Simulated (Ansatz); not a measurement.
H4NSi (`[NH][SiH3]`) radical, 6 atoms. Charge 0, multiplicity 2. All runs use 2 threads of a server CPU on a shared host. Correlated methods freeze the cores. Open-shell runs search over several starts.

Give the basis size and wall time and peak host memory of each of these runs in Ansatz. UHF-MP2/def2-QZVPP energy; UKS PBE0-D4/def2-QZVPP energy; UKS revPBE-D4/def2-TZVPP energy; UHF-CCSD(T)/def2-SVP energy; UKS PBE0-D4/def2-SVP energy; UKS BLYP-D4/def2-TZVPP energy; UKS r2SCANh-D4/def2-TZVPP energy; UKS PBE0-D4/def2-TZVP relaxation (6 steps); UKS ωB97M-V/def2-SVP energy; UKS PBE0-D4/def2-TZVP frequencies; UHF-CCSD(T)/def2-TZVPP energy; UKS ωB97M-V/def2-QZVPP energy. (Estimate.)

Computed: Other jobs shared the machine, so times are rough.

```json
{"level": "UKS PBE0-D4/def2-SVP", "job": "energy", "functions": "52", "wall time": "1 s", "peak host memory (GiB)": "0.13"}
{"level": "UHF-CCSD(T)/def2-SVP", "job": "energy", "functions": "52", "wall time": "1.4 s", "peak host memory (GiB)": "0.17"}
{"level": "UKS revPBE-D4/def2-TZVPP", "job": "energy", "functions": "129", "wall time": "2.1 s", "peak host memory (GiB)": "0.16"}
{"level": "UKS BLYP-D4/def2-TZVPP", "job": "energy", "functions": "129", "wall time": "2.3 s", "peak host memory (GiB)": "0.16"}
{"level": "UKS ωB97M-V/def2-SVP", "job": "energy", "functions": "52", "wall time": "3.4 s", "peak host memory (GiB)": "0.22"}
{"level": "UKS r2SCANh-D4/def2-TZVPP", "job": "energy", "functions": "129", "wall time": "3.8 s", "peak host memory (GiB)": "0.26"}
{"level": "UKS PBE0-D4/def2-QZVPP", "job": "energy", "functions": "247", "wall time": "4.5 s", "peak host memory (GiB)": "0.55"}
{"level": "UHF-MP2/def2-QZVPP", "job": "energy", "functions": "247", "wall time": "9.5 s", "peak host memory (GiB)": "0.63"}
{"level": "UKS PBE0-D4/def2-TZVP", "job": "relaxation (6 steps)", "functions": "92", "wall time": "10 s", "peak host memory (GiB)": "0.18"}
{"level": "UKS ωB97M-V/def2-QZVPP", "job": "energy", "functions": "247", "wall time": "14 s", "peak host memory (GiB)": "0.73"}
{"level": "UHF-CCSD(T)/def2-TZVPP", "job": "energy", "functions": "129", "wall time": "15 s", "peak host memory (GiB)": "1.3"}
{"level": "UKS PBE0-D4/def2-TZVP", "job": "frequencies", "functions": "92", "wall time": "31 s", "peak host memory (GiB)": "0.18"}
```
